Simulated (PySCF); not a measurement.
## [PO2]+: from structure and modes to constants

Computed with PySCF, PBE0, basis P def2-TZVP, O def2-TZVP (no relativity, density fitting).

The singlet minimum has D∞h symmetry. Masses (u): P 30.97376, O 15.99492.

```xyz
3
charge 1 multiplicity 1, angstrom
P     0.0000    0.0000    0.0000
O     0.0000    0.0000    1.4299
O     0.0000    0.0000   -1.4299
```

Harmonic wavenumbers (cm⁻¹): 298.3 (πu, ×2), 1139.6 (σg+, ×1), 1623.0 (σu+, ×1).

Question: Give the standard entropy (298.15 K, 1 bar) by its translational, rotational, vibrational and spin parts, and Cp.

Answer: Sackur–Tetrode with M = 62.96 u gives 160.5; rotation with symmetry number 2 gives 58.2; vibration 12.2; spin R ln 1 = 0.0. The total is 230.9 J/(mol K), and Cp = 7/2 R + 15.3 = 44.4 J/(mol K).

Question: Find the bond force constant k and the stretch–stretch coupling k′ of the valence force field.

Answer: For linear XMX, 4π²c²ω(σg)² = (k + k′)/mX and 4π²c²ω(σu)² = (k − k′)(1 + 2mX/mM)/mX. So k + k′ = 12.239 and k − k′ = 12.212 mdyn/Å, giving k = 12.226 and k′ = 0.014 mdyn/Å.

Other isomers or separated fragments may lie lower.
